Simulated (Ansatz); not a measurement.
# CHOSi (quartet): wave-function methods side by side, cc-pVTZ

The task here is to estimate one member of a computed series from the others.

The runs use Ansatz 0.2.0, Gaussian basis; cc-pVTZ, core rule «outside noble gas», up to 7 orbitals frozen.

Plan: UHF; CCSD(T) on ROHF; CCSD(T) on UHF; BCCD(T) on ROHF; CCSDT(Q) on ROHF; CCSDT(Q) on UHF.

6 further runs of the same task are left out: 1 for a known fault of the program, 5 set aside as unsound or not needed. Runs told in other sessions of the task aren't counted.

## What is computed

The geometry is a PBE0/def2-TZVP stationary point (not a proven minimum).

4 atoms, charge 0, spin multiplicity 4.

Atoms are counted from 1 here; the program's logs count them from 0.

Bond lengths: C1–Si2 1.820 Å, C1–H4 1.084 Å, Si2–O3 1.530 Å. Angles: Si2–C1–H4 150.6°, C1–Si2–O3 122.3°.

Geometry (Å):

```xyz
4
charge 0, multiplicity 4
C     0.0000   -0.2316    1.6429
Si    0.0000    0.4195   -0.0561
O     0.0000   -0.4954   -1.2818
H     0.0000   -1.0665    2.3344
```

The first run:

The input, in.yaml:

```yaml
crystal:
  periodic: [false, false, false]
  atoms:
    - {symbol: C, position_ang: [0.000000, -0.231556, 1.642911]}
    - {symbol: Si, position_ang: [0.000000, 0.419511, -0.056146]}
    - {symbol: O, position_ang: [0.000000, -0.495400, -1.281834]}
    - {symbol: H, position_ang: [0.000000, -1.066454, 2.334393]}
basis:
  gaussian: {orbitals: cc-pVTZ}
magnetization: {spin_polarized: true, initial_magnetization: 3}
hamiltonian: {xc: hf}
output: {orbitals: {seedname: orbitals}}
```

Command:

```
> ansatz run in.yaml --threads 1 --pin off --events-out ev --progress --plain --max-ram 4096MiB --backend cpu
```

Steps of the session up to this table: UHF; CCSD(T) on ROHF; CCSD(T) on UHF; BCCD(T) on ROHF; CCSDT(Q) on ROHF; CCSDT(Q) on UHF.

One of the session's tables, all rows but one given; the rest of the session is left out.

| method | from RCCSDT(Q) (kcal/mol) |
| --- | --- |
| ROHF | +304.52 |
| UHF | +297.72 |
| RMP2 | +25.84 |
| UMP2 | +26.86 |
| RCCSD | +15.78 |
| UCCSD | +15.51 |
| RCCSD(T) | +1.55 |
| UCCSD(T) | ? |
| BCCD(T) | +1.61 |
| RCCSDT | +0.75 |
| UCCSDT | +0.75 |
| RCCSDT(Q) | 0 |
| UCCSDT(Q) | -0.53 |

Estimate the missing values for UCCSD(T).

**Answer.** from RCCSDT(Q) (kcal/mol): +1.66. In the column «from RCCSDT(Q) (kcal/mol)» it lies between BCCD(T) (+1.61) and UCCSD (+15.51).

With the free atoms at the same levels and basis (separate runs), the atomisation energy is 12.688 eV at RCCSDT(Q), 12.666 eV at RCCSD(T), 12.655 eV at UCCSD(T), 8.864 eV at ROHF.

Caveats from the session: Restricted and unrestricted rows rest on different reference determinants; a gap between their highest levels can come from leftover correlation error, from unlike frozen cores or from another state.
